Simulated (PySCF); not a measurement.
Compound: C4H3O2 (charge -1).
Cartesian coordinates in Å at the PBE0-D3(BJ)/def2-SVP level; atoms count from 1:
```
atom  x, y, z in Å
C1     1.8599    0.3121   -0.8682
C2     0.8379   -0.1303   -0.3769
C3    -0.3852   -0.6408    0.2024
C4    -1.6302    0.3767    0.0546
O5    -2.3100    0.1917   -0.9622
O6    -1.7281    1.1865    0.9846
H7     2.7419    0.7319   -1.3101
H8    -0.6595   -1.5862   -0.2936
H9    -0.2288   -0.8265    1.2777
```

Jobs on this species (9 atoms, 44 electrons) with PySCF (density fitting). Hardware of each: an Arm Neoverse V1 with one thread, no GPU, shared host. Times come from a shared host and carry two figures at best.

```json
{"level and settings": "CAM-B3LYP/def2-SVPD", "work": "10 singlets by full TDDFT, 4 Tamm–Dancoff triplets, polarisability, ΔSCF ions", "basis functions": "150", "SCF cycles": "?", "wall time": "?"}
{"level and settings": "B97-2/pcSseg-2", "work": "shieldings", "basis functions": "258", "SCF cycles": "15", "wall time": "25 s"}
{"level and settings": "PBE0/pcSseg-1", "work": "shieldings, charges and field gradients", "basis functions": "117", "SCF cycles": "14", "wall time": "7.6 s"}
{"level and settings": "B3LYP/pcJ-1", "work": "spin–spin couplings from 9 perturbed nuclei", "basis functions": "192", "SCF cycles": "13", "wall time": "32 s"}
{"level and settings": "PBE0-D3(BJ)/def2-SVP, grid level 1", "work": "geometry optimisation from a GFN2-xTB start", "basis functions": "99", "SCF cycles": "48", "wall time": "22 s"}
```

Question: Fill in the missing figures.

Answer: 
- CAM-B3LYP/def2-SVPD; 10 singlets by full TDDFT, 4 Tamm–Dancoff triplets, polarisability, ΔSCF ions: 86 s, 13 SCF cycles

Question: What do all jobs in the table cost together?

Answer: About 2.9 min; the longest takes about 50 % of that, and about 11 times as long as the shortest.
